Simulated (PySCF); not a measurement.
## AlCl at PBE0

Computed with PBE0; basis Al def2-TZVP, Cl def2-TZVP; no relativity; PySCF 2.14.

| Property | Result |
| --- | --- |
| state | ³Π (triplet), unpaired electrons σ ↑, π ↑, a second solution, started from another occupation |
| bond length | 2.110 Å |
| harmonic wavenumber | 514 cm⁻¹ |
| force constant | 2.37 mdyn/Å |
| rotational constant Be | 0.2485 cm⁻¹ |
| anharmonicity ωexe | 2.45 cm⁻¹ |
| vibration–rotation constant αe | 0.00159 cm⁻¹ |
| energy of the minimum from ground-state Al + Cl | -2.36 eV |
| bond order (Mayer) | 1.24 |
| dipole moment (positive dipole means Al(−)Cl(+)) | -1.62 D |

Counting both spins, an empty level lies below a filled one in this solution, because spin and occupation are held.
